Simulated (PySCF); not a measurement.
Geometries of 6 isomers of C5H9N, from PySCF 2.14.0, PBE0-D3(BJ)/def2-SVP geometry optimisation, gas phase. One conformer each, no zero-point energy, no frequencies.

Question: Which is lowest in electronic energy at this level?
A.
```xyz
15
angstrom
C     -0.760    1.098   -0.971
C     -0.360   -0.080   -0.087
C     -0.798    0.119    1.360
C      1.133   -0.309   -0.164
C      1.740   -1.618   -0.265
N      1.704   -1.032   -1.372
H     -0.279    2.027   -0.624
H     -0.454    0.929   -2.014
H     -1.849    1.260   -0.953
H     -0.849   -0.989   -0.480
H     -0.308    1.003    1.801
H     -1.886    0.276    1.429
H     -0.540   -0.751    1.984
H      1.741    0.534    0.200
H      2.072   -2.575    0.149
```
B.
```xyz
15
angstrom
C      0.135   -2.478    1.278
N      0.078   -1.436    0.742
C      0.009   -0.165    0.086
C     -0.657    0.829    1.040
C      1.435    0.277   -0.250
C     -0.820   -0.330   -1.190
H     -0.723    1.818    0.563
H     -1.673    0.496    1.299
H     -0.077    0.925    1.968
H      1.414    1.253   -0.756
H      2.038    0.369    0.664
H      1.920   -0.453   -0.914
H     -0.890    0.634   -1.714
H     -0.354   -1.063   -1.864
H     -1.836   -0.675   -0.951
```
C.
```xyz
15
angstrom
C      2.444   -0.797   -0.061
C      1.376   -0.016   -0.096
C      0.728    1.186   -0.622
C     -0.001    0.229    0.327
C     -1.136   -0.620   -0.188
N     -2.384    0.114   -0.128
H      3.348   -0.548   -0.625
H      2.455   -1.714    0.535
H      1.030    2.167   -0.241
H      0.423    1.187   -1.676
H     -0.157    0.602    1.348
H     -1.227   -1.515    0.452
H     -0.855   -0.993   -1.197
H     -3.154   -0.456   -0.470
H     -2.334    0.931   -0.734
```
D.
```xyz
15
angstrom
C      2.998   -0.075   -0.184
C      1.861   -0.492   -0.160
C      0.478   -0.950   -0.122
C     -0.527    0.189    0.093
C     -1.941   -0.360    0.196
N     -0.439    1.105   -1.027
H      4.012    0.279   -0.208
H      0.365   -1.698    0.680
H      0.235   -1.453   -1.074
H     -0.269    0.661    1.067
H     -2.212   -0.888   -0.731
H     -2.042   -1.052    1.045
H     -2.666    0.456    0.341
H      0.516    1.448   -1.120
H     -1.028    1.919   -0.865
```
E.
```xyz
15
angstrom
C      2.176   -0.372    0.346
C      0.699   -0.267    0.172
N     -0.052   -1.287    0.052
C     -1.431   -0.870   -0.110
C     -1.477    0.675   -0.025
C     -0.002    1.073    0.117
H      2.702    0.142   -0.475
H      2.495    0.116    1.282
H      2.479   -1.426    0.366
H     -2.047   -1.357    0.665
H     -1.808   -1.254   -1.074
H     -1.938    1.119   -0.919
H     -2.070    1.012    0.837
H      0.377    1.670   -0.730
H      0.211    1.664    1.024
```
F.
```xyz
15
angstrom
C     -2.918   -0.312   -0.036
C     -1.752    0.055    0.497
C     -0.704    0.879   -0.191
C      0.569    0.108   -0.388
N      1.657    0.450    0.155
C      2.823   -0.355   -0.071
H     -3.635   -0.922    0.520
H     -3.202   -0.009   -1.049
H     -1.503   -0.271    1.515
H     -0.457    1.772    0.404
H     -1.082    1.211   -1.173
H      0.492   -0.799   -1.029
H      3.222   -0.703    0.896
H      3.614    0.265   -0.524
H      2.649   -1.237   -0.720
```

Answer: E. That is `CC1=NCCC1` (2-methyl-1-pyrroline), 22.9 kcal/mol below the next.

| SMILES | atoms numbered as above | E (Eh) | relative (kcal/mol) | relative (kJ/mol) | dipole (D) |
| --- | --- | --- | --- | --- | --- |
| CC1=NCCC1 | [CH3:1][C:2]1=[N:3][CH2:4][CH2:5][CH2:6]1 | -250.22319 | 0.0 | 0.0 | 1.99 |
| [C-]#[N+]C(C)(C)C | [C-:1]#[N+:2][C:3]([CH3:4])([CH3:5])[CH3:6] | -250.18673 | 22.9 | 95.8 | 4.01 |
| C=CC/C=N/C | [CH2:1]=[CH:2][CH2:3]/[CH:4]=[N:5]/[CH3:6] | -250.17444 | 30.6 | 128.0 | 1.20 |
| C=C1C[C@H]1CN | [CH2:1]=[C:2]1[CH2:3][C@H:4]1[CH2:5][NH2:6] | -250.15446 | 43.1 | 180.5 | 1.28 |
| CC(C)[C@H]1C=N1 | [CH3:1][CH:2]([CH3:3])[C@H:4]1[CH:5]=[N:6]1 | -250.15324 | 43.9 | 183.7 | 2.02 |
| C#CC[C@H](C)N | [CH:1]#[C:2][CH2:3][C@H:4]([CH3:5])[NH2:6] | -250.15245 | 44.4 | 185.7 | 1.19 |

As drawn, the lowest has a C=N bond, which the highest lacks; the highest has a C≡C bond and an N–H bond, which the lowest lacks.
